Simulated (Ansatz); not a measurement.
Tetradymite Bi₂Te₃, treated with HSE06 in Ansatz (plane waves, PAW).

Settings: plane-wave cutoff 500 eV, 6×6×6 k mesh, gaussian smearing 0.02 eV, scalar-relativistic PAW data made under PBE.

Cell (relaxed with r²SCAN):

```cif
data_Bi2Te3
_chemical_formula_sum 'Bi2 Te3'
_space_group_name_H-M_alt 'P 1'
_space_group_IT_number 1
_cell_length_a 11.07010
_cell_length_b 11.07010
_cell_length_c 11.07010
_cell_angle_alpha 23.028
_cell_angle_beta 23.028
_cell_angle_gamma 23.028
loop_
_space_group_symop_operation_xyz
  'x, y, z'
loop_
_atom_site_label
_atom_site_type_symbol
_atom_site_fract_x
_atom_site_fract_y
_atom_site_fract_z
_atom_site_occupancy
Bi1 Bi 0.60317 0.60317 0.60317 1
Bi2 Bi 0.39683 0.39683 0.39683 1
Te1 Te 0.78291 0.78291 0.78291 1
Te2 Te 0.21709 0.21709 0.21709 1
Te3 Te 0.00000 0.00000 0.00000 1
```

Task: Predict the band gap.

Result: 
band gap: 1.03 eV (on the SCF k mesh)

Note: the cell comes from a level without a dispersion term, which matters for the spacing of layers, chains or molecules; cell and atoms aren't relaxed at this level (largest force component 0.12 eV/Å, pressure -0.8 GPa).

Spin–orbit coupling is not included; with these elements it can move the gap by several tenths of an eV or more.

Ansatz is a quantum-chemistry and plane-wave program.
